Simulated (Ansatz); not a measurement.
# Elastic constant C11 of some elemental solids other than molecular ones

Method: PBE (Ansatz, an electronic-structure program, plane waves, PAW). References are measured values at low temperature. The table is a random draw of 6 from 21 solids with such references.

Values in GPa.

```tsv
solid	reference	PBE	error (%)
diamond	1081	1051	-2.8
fcc Ni	261	283	+8.4
fcc Pd	234¶	199	-15.0
hcp Mg	63.5¶	64.3	+1.3
hcp Os	763¶	731	-4.2
fcc Ag	131	111	-15.3
```

Over these 6 solids the mean error is -4.6 %, the mean absolute error 7.8 % (median 6.3 %), and the worst case fcc Ag at -15.3 %; the value is below the reference in 4 of 6 cases. Over all 21, from unrounded values, the mean error is -3.6 % and the mean absolute error 7.5 % (median 7.6 %). Caveats on values not shown: shear constants of such metals converge slowly with the k mesh (4); the commensurate order stands in for chromium's spin-density wave, and the size of the moments varies much between levels (1).

All these references are low-temperature values that still hold zero-point motion.

Spin–orbit coupling is left out, also for the solids with elements from indium on (hcp Os); its size isn't shown.

¶ marks references of a special kind: fcc Pd, 234 GPa (measured, 0 K, extrapolated to 0 K; zero-point effects included; as tabulated in Malica and Corso (2021), arXiv:2109.00459); hcp Mg, 63.5 GPa (measured, 0 K, extrapolated to 0 K; zero-point effects included; as tabulated in Ibrahim et al. (2023), arXiv:2305.03577); hcp Os, 763 GPa (measured, 0 K, extrapolated to 0 K (read from the set's bulk modulus against, 405 at 300 K); as tabulated in Liu et al. (2023), arXiv:2002.00005).

Differences are worked out from the printed values.

Each level is taken at its own relaxed cell. Ansatz's density-functional and Hartree–Fock values are scalar-relativistic unless marked +SOC, with PAW data made under PBE.

Ansatz's runs of these crystals have no spin polarisation, but for fcc Ni.

Density-functional runs with spin start from parallel moments for fcc Ni.

Not in this set, of the elemental solids other than molecular ones with a reference value in our tables and a result at some level: 15 for a reference at room or unstated temperature; 4 for a doubt noted on the run at PBE. These can be a level's best or worst cases. Solids without a released value at any level aren't counted. L1₀ solids are left out, as their cells have other axes than the references. Layered and molecular crystals are counted apart. The metals Ce to Yb are counted apart.

References as tabulated in Li et al. (2021), arXiv:2102.01972; Tanner et al. (2021), arXiv:2110.11888; Malica and Corso (2021), arXiv:2109.00459; Ibrahim et al. (2023), arXiv:2305.03577 and others.
